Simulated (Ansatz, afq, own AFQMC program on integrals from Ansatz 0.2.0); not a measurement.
# Al₂H₃ (doublet): quantum Monte Carlo beside coupled cluster at distance Al1–Al2 = 2.455 Å, cc-pVDZ, part 2 of 2

Ansatz 0.2.0, Gaussian basis, and an in-house AFQMC program (afq) on its integrals; all values are calculated; cc-pVDZ, frozen cores. The steps go on from the part before.

## 13. CCSD(T) on UHF

Contents of in.yaml:

```yaml
crystal:
  periodic: [false, false, false]
  atoms:
    - {symbol: Al, position_ang: [0.000000, 0.000000, 1.208018]}
    - {symbol: Al, position_ang: [0.000000, 0.000000, -1.247506]}
    - {symbol: H, position_ang: [0.000000, 1.404177, 1.946978]}
    - {symbol: H, position_ang: [0.000000, -1.404176, 1.946978]}
    - {symbol: H, position_ang: [0.000000, 0.000000, -2.836903]}
basis:
  gaussian: {orbitals: cc-pVDZ}
magnetization: {spin_polarized: true, initial_magnetization: 1}
correlation: {method: ccsd_t, electrons: outside_noble_gas, hamiltonian_folder: ham}
```

Started as:

```console
ansatz run in.yaml --threads 1 --pin off --events-out ev --progress --plain --max-ram 1382MiB
```

Standard output (excerpt; [...] marks lines left out):

```text
Functional definition: HF
  name "HF"
  cite "Fock, Z. Phys. 61, 126 (1930) doi:10.1007/BF01340294"
  parent pbe
[...]
490 factors; integrals over basis functions are off by at most 1.0e-3 eV
[...]
mean field -13211.61728175 eV, -485.5179799484 hartree, gradient 2.5e-6 eV, S^2 0.764031; 8 other end points of the search recorded, 0 dependent functions left out
determinant -13211.61728175 eV, -485.5179799484 hartree, with singles and doubles -13215.79925812 eV, -485.6716647456 hartree
determinant -13210.94840687 eV, -485.4933992502 hartree, with singles and doubles -13215.08052781 eV, -485.6452518936 hartree
determinant -13208.62886804 eV, -485.4081577703 hartree, with singles and doubles -13213.04768740 eV, -485.5705463867 hartree
determinant -13208.51124454 eV, -485.4038351863 hartree, with singles and doubles -13213.02791007 eV, -485.5698195829 hartree
10 core orbitals not correlated: weight in the atoms' cores, before any rotation towards them, 1.000 or more for the frozen orbitals, at most 0.000 for the correlated occupied ones
reference -13211.61728175 eV, -485.5179799484 hartree; 5, 4 occupied and 36, 37 virtual orbitals, 490 factors
second order -3.17583149 eV of doubles, -0.00000000 eV of singles
cycle   1  -4.18189309 eV  change    8.3e-5 eV  update   9.1e-4
[...]
cycle   7  -4.18194486 eV  change   -6.1e-6 eV  update   2.6e-6
perturbative correction -0.10216333 eV, -0.0037544333 hartree
Total energy: -13215.90138994 eV, -485.6754180206 hartree
```

Run time: 3.2 s. Hardware: 1 thread of Arm Neoverse V1, shared host.

From the report: ⟨S²⟩ of the determinant 0.764 (pure doublet: 0.75); correlation -4.2841 eV; T1 0.019; largest double amplitude 0.06.

This run also writes the integrals to the folder ham.

## 14. CCSDT(Q) on UHF

in.yaml, as its differences from that of step 13:

```diff
@@ -11,2 +11,2 @@
 magnetization: {spin_polarized: true, initial_magnetization: 1}
-correlation: {method: ccsd_t, electrons: outside_noble_gas, hamiltonian_folder: ham}
+correlation: {method: ccsdt_q, electrons: outside_noble_gas}
```

The command is unchanged.

Standard output (excerpt; [...] marks lines left out):

```text
Functional definition: HF
  name "HF"
  cite "Fock, Z. Phys. 61, 126 (1930) doi:10.1007/BF01340294"
  parent pbe
[...]
950 factors; integrals over basis functions are off by at most 1.3e-7 eV
[...]
mean field -13211.61733095 eV, -485.5179817564 hartree, gradient 2.6e-6 eV, S^2 0.764031; 8 other end points of the search recorded, 0 dependent functions left out
determinant -13211.61733095 eV, -485.5179817564 hartree, with singles and doubles -13215.79930457 eV, -485.6716664525 hartree
determinant -13210.94845440 eV, -485.4934009966 hartree, with singles and doubles -13215.08057440 eV, -485.6452536058 hartree
determinant -13208.62892604 eV, -485.4081599016 hartree, with singles and doubles -13213.04775649 eV, -485.5705489254 hartree
determinant -13208.51128398 eV, -485.4038366358 hartree, with singles and doubles -13213.02795432 eV, -485.5698212091 hartree
10 core orbitals not correlated: weight in the atoms' cores, before any rotation towards them, 1.000 or more for the frozen orbitals, at most 0.000 for the correlated occupied ones
reference -13211.61733095 eV, -485.5179817564 hartree; 5, 4 occupied and 36, 37 virtual orbitals, 950 factors
second order -3.17588014 eV of doubles, -0.00000000 eV of singles
cycle   1  -3.87736208 eV  change   -7.0e-1 eV  update   8.0e-2
[...]
cycle  17  -4.31780325 eV  change    5.3e-7 eV  update   3.2e-7
perturbative correction -0.00467765 eV, -0.0001719004 hartree
Total energy: -13215.93981185 eV, -485.6768299997 hartree
```

It took 32 s on 1 thread of Arm Neoverse V1, shared host; peak memory 0.42 GiB.

From the report: ⟨S²⟩ of the determinant 0.764 (pure doublet: 0.75); correlation -4.3225 eV; T1 0.021; largest double amplitude 0.06.

## 15. Phaseless AFQMC, CISD trial on UHF

It reads the integrals that the CCSD(T) run on this determinant wrote.

Started as:

```console
afq ham --method phaseless --trial cisd --walkers 60 --populations 1 --least-time 40 --time-step 0.005 --steps-per-block 50 --equilibration-blocks 28 --max-blocks 300 --target-error 0.00036 --factor-cut 1e-05 --start spin_pure --seed 5416 --release-times 0.24,0.51,0.99,1.62,2.4 --release-step 0.03 --release-every 4 --taylor-order 6
```

Standard output:

```text
orbitals 41  electrons 5 4  factors 309 of 490
reference energy -485.51797995 Eh
CCSD correlation -0.15368354 Eh in 12 cycles, weight of the determinant in the CISD state 0.8820
energy of the start -485.671336 Eh
 block  time / (1/Eh)  mean weight  energy / Eh
     1     0.250  1.0001  -485.669606
     2     0.500  1.0013  -485.669578
     3     0.750  1.0016  -485.671070
     4     1.000  0.9996  -485.671769
     5     1.250  0.9991  -485.672021
     6     1.500  1.0006  -485.673134
     7     1.750  1.0006  -485.673663
     8     2.000  0.9993  -485.674136
     9     2.250  1.0005  -485.675561
    10     2.500  0.9987  -485.675813
    13     3.250  0.9995  -485.674961
    17     4.250  1.0005  -485.673749
    21     5.250  0.9985  -485.676174
    25     6.250  0.9989  -485.679087
    29     7.250  1.0013  -485.675457
    33     8.250  0.9995  -485.678111
    37     9.250  0.9998  -485.677748
    41    10.250  0.9993  -485.675464
    45    11.250  1.0015  -485.675416
    49    12.250  0.9995  -485.677037
    53    13.250  0.9998  -485.675846
    57    14.250  1.0020  -485.675737
    61    15.250  1.0009  -485.675492
    65    16.250  0.9983  -485.680509
    69    17.250  1.0015  -485.679375
    73    18.250  0.9988  -485.678266
    77    19.250  1.0015  -485.678420
    81    20.250  1.0008  -485.676476
    85    21.250  0.9996  -485.674443
    89    22.250  1.0004  -485.674290
    93    23.250  1.0005  -485.675606
    97    24.250  0.9982  -485.676891
   101    25.250  1.0003  -485.676553
   105    26.250  1.0003  -485.675511
   109    27.250  0.9997  -485.678185
   113    28.250  0.9984  -485.673673
   117    29.250  1.0001  -485.676506
   121    30.250  1.0005  -485.679371
   125    31.250  1.0001  -485.675713
   129    32.250  0.9987  -485.676900
   133    33.250  1.0006  -485.677181
   137    34.250  0.9990  -485.675814
   141    35.250  1.0019  -485.675837
   145    36.250  1.0003  -485.676936
   149    37.250  1.0008  -485.675962
   153    38.250  1.0016  -485.675032
   157    39.250  1.0001  -485.674706
   161    40.250  0.9997  -485.674929
   165    41.250  1.0007  -485.677612
   169    42.250  0.9990  -485.675368
   173    43.250  1.0015  -485.676053
   177    44.250  1.0015  -485.676249
   181    45.250  0.9988  -485.675242
   185    46.250  1.0005  -485.676936
blocks merged  error / Eh  count
     1  0.000131  160
     2  0.000166  80
     4  0.000198  40
     8  0.000241  20
    16  0.000283  10
released: time / (1/Eh)  energy / Eh  error  mean overlap
  0.24  -485.676599  0.000331  0.9934
  0.51  -485.676460  0.000279  1.0034
  0.99  -485.676747  0.000338  1.0006
  1.62  -485.676635  0.000297  1.0102
  2.40  -485.676410  0.000349  1.0189
energy -485.676309 +/- 0.000241 Eh
```

It took 5.1 min on 1 thread of Arm Neoverse V1, shared host.

Energy -13215.9256 ± 0.0066 eV. Caveats: constraint bias not in the error.

## 16. Phaseless AFQMC, single-determinant trial on UHF

It reads the integrals that the CCSD(T) run on this determinant wrote.

Started as:

```console
afq ham --method phaseless --trial hf --walkers 120 --populations 1 --least-time 40 --time-step 0.005 --steps-per-block 20 --equilibration-blocks 112 --max-blocks 600 --target-error 0.00108 --factor-cut 1e-05 --start spin_pure --seed 7045 --taylor-order 6
```

Standard output:

```text
orbitals 41  electrons 5 4  factors 309 of 490
reference energy -485.51797995 Eh
CCSD correlation -0.15368354 Eh in 12 cycles, weight of the determinant in the CISD state 0.8820
energy of the start -485.518137 Eh
 block  time / (1/Eh)  mean weight  energy / Eh
     1     0.100  1.0011  -485.540865
     2     0.200  1.0000  -485.556823
     3     0.300  1.0000  -485.574518
     4     0.400  1.0003  -485.591802
     5     0.500  1.0003  -485.606204
     6     0.600  1.0012  -485.617596
     7     0.700  1.0012  -485.621866
     8     0.800  1.0007  -485.625743
     9     0.900  1.0016  -485.629066
    10     1.000  1.0001  -485.634677
    18     1.800  0.9995  -485.647698
    35     3.500  1.0009  -485.673920
    52     5.200  1.0007  -485.682946
    69     6.900  0.9998  -485.686056
    86     8.600  0.9999  -485.682514
   103    10.300  1.0006  -485.684508
   120    12.000  0.9981  -485.681747
   137    13.700  1.0010  -485.667572
   154    15.400  0.9995  -485.696460
   171    17.100  0.9998  -485.661757
   188    18.800  0.9983  -485.670879
   205    20.500  0.9995  -485.688461
   222    22.200  1.0012  -485.676249
   239    23.900  1.0007  -485.678117
   256    25.600  0.9999  -485.688309
   273    27.300  1.0004  -485.681289
   290    29.000  0.9993  -485.721102
   307    30.700  0.9983  -485.671609
   324    32.400  0.9991  -485.674986
   341    34.100  0.9998  -485.665612
   358    35.800  0.9992  -485.681666
   375    37.500  0.9999  -485.679907
   392    39.200  0.9985  -485.674349
   409    40.900  1.0007  -485.672809
   426    42.600  1.0017  -485.677849
   443    44.300  1.0016  -485.680560
   460    46.000  1.0006  -485.678904
   477    47.700  1.0012  -485.680562
   494    49.400  0.9992  -485.679548
   511    51.100  1.0007  -485.695497
   528    52.800  0.9983  -485.671797
   545    54.500  0.9989  -485.675398
   562    56.200  0.9981  -485.681393
   579    57.900  1.0001  -485.689589
   596    59.600  0.9983  -485.681382
   613    61.300  1.0004  -485.679312
   630    63.000  0.9993  -485.671326
   647    64.700  0.9993  -485.669989
   664    66.400  1.0006  -485.688787
   681    68.100  1.0010  -485.656351
   698    69.800  1.0002  -485.656290
blocks merged  error / Eh  count
     1  0.000407  600
     2  0.000549  300
     4  0.000727  150
     8  0.000914  75
    16  0.001118  37
    32  0.001366  18
    64  0.001538  9
energy -485.678659 +/- 0.001366 Eh
```

Wall time 5.5 min (1 thread of Arm Neoverse V1, shared host).

Energy -13215.9896 ± 0.0372 eV. Caveats: constraint bias not in the error.

## 17. Free-projection AFQMC, CISD trial on UHF

It reads the integrals that the CCSD(T) run on this determinant wrote.

Started as:

```console
afq ham --method free --trial cisd --walkers 60 --time-step 0.03 --max-blocks 80 --target-error 0.00036 --factor-cut 1e-05 --seed 365 --times 0,0.3,0.6,1.2,1.8,2.4,3.6,4.8,6 --taylor-order 8
```

Standard output:

```text
orbitals 41  electrons 5 4  factors 309 of 490
reference energy -485.51797995 Eh
CCSD correlation -0.15368354 Eh in 12 cycles, weight of the determinant in the CISD state 0.8820
repeat  energy at the last time / Eh  error
    10  -485.677811  0.001186
    20  -485.676939  0.000717
    30  -485.676479  0.000641
    40  -485.676474  0.000498
    50  -485.676592  0.000482
    60  -485.676624  0.000437
    70  -485.676555  0.000403
    80  -485.676315  0.000404
time / (1/Eh)  energy / Eh  error  mean overlap
  0.00  -485.671663  0.000074  1.1329
  0.30  -485.673644  0.000098  1.1268
  0.60  -485.674713  0.000107  1.1226
  1.20  -485.675885  0.000109  1.1073
  1.80  -485.676389  0.000145  1.1022
  2.40  -485.676467  0.000190  1.1140
  3.60  -485.676614  0.000219  1.1214
  4.80  -485.677016  0.000304  1.1191
  6.00  -485.676315  0.000404  1.1803
energy -485.676315 +/- 0.000404 Eh
```

Run time: 6.3 min. Hardware: 1 thread of Arm Neoverse V1, shared host.

Energy -13215.9258 ± 0.0110 eV. Caveats: remainder of the start not in the error.

## 18. All levels side by side

On the ROHF determinant, counted from CCSDT(Q) (a yardstick, not exact):

| level | energy (eV) | from CCSDT(Q) (kcal/mol) | statistical error (kcal/mol) | time |
| --- | --- | --- | --- | --- |
| HF | -13211.5514 | +101.20 |  |  |
| MP2 | -13214.8053 | +26.16 |  |  |
| CCSD | -13215.7976 | +3.28 |  |  |
| CCSD(T) | -13215.9018 | +0.87 |  |  |
| CCSDT(Q) | -13215.9396 | 0.00 |  |  |
| Phaseless AFQMC, CISD trial, step 0.005, 60 walkers | -13215.9160 | +0.55 | 0.15 | 5.3 min |
| Phaseless AFQMC, single-determinant trial, step 0.005, 120 walkers | -13215.9573 | -0.41 | 0.94 | 5.4 min |
| Free-projection AFQMC, CISD trial, step 0.03, 60 walkers | -13215.9265 | +0.30 | 0.26 | 6.4 min |

On the UHF determinant, counted from CCSDT(Q) (a yardstick, not exact):

| level | energy (eV) | from CCSDT(Q) (kcal/mol) | statistical error (kcal/mol) | time |
| --- | --- | --- | --- | --- |
| HF | -13211.6173 | +99.68 |  |  |
| MP2 | -13214.7931 | +26.44 |  |  |
| CCSD | -13215.7992 | +3.24 |  |  |
| CCSD(T) | -13215.9014 | +0.89 |  |  |
| CCSDT(Q) | -13215.9398 | 0.00 |  |  |
| Phaseless AFQMC, CISD trial, step 0.005, 60 walkers | -13215.9256 | +0.33 | 0.15 | 5.1 min |
| Phaseless AFQMC, single-determinant trial, step 0.005, 120 walkers | -13215.9896 | -1.15 | 0.86 | 5.5 min |
| Free-projection AFQMC, CISD trial, step 0.03, 60 walkers | -13215.9258 | +0.32 | 0.25 | 6.3 min |

The functionals' totals stand on their own zeros and serve differences with other points: PBE -13232.821 eV; r2SCAN -13238.942 eV; PBE0 -13234.244 eV; B3LYP -13241.782 eV; wB97M-V -13239.142 eV; B2PLYP -13233.752 eV.

## 19. Results

This closing draws on all 2 parts.

```
                                                       quantity                  value
                                  CCSD(T) on ROHF from CCSDT(Q)         +0.87 kcal/mol
              Phaseless AFQMC, CISD trial on ROHF from CCSDT(Q)  +0.55 ± 0.15 kcal/mol
Phaseless AFQMC, single-determinant trial on ROHF from CCSDT(Q)  -0.41 ± 0.94 kcal/mol
        Free-projection AFQMC, CISD trial on ROHF from CCSDT(Q)  +0.30 ± 0.26 kcal/mol
                                   CCSD(T) on UHF from CCSDT(Q)         +0.89 kcal/mol
               Phaseless AFQMC, CISD trial on UHF from CCSDT(Q)  +0.33 ± 0.15 kcal/mol
 Phaseless AFQMC, single-determinant trial on UHF from CCSDT(Q)  -1.15 ± 0.86 kcal/mol
         Free-projection AFQMC, CISD trial on UHF from CCSDT(Q)  +0.32 ± 0.25 kcal/mol
```

On ROHF the phaseless walk with the CISD trial lies +0.55 kcal/mol from CCSDT(Q), 4 times its error bar. Free projection has no constraint; at the last time it gives +0.30 ± 0.26 kcal/mol. On UHF the phaseless walk with the CISD trial lies +0.33 kcal/mol from CCSDT(Q), within three error bars. Free projection has no constraint; at the last time it gives +0.32 ± 0.25 kcal/mol, and from a start that isn't spin pure other spins can mix in. Error bars are statistical and leave out the constraint, the time step and what remains of the start.
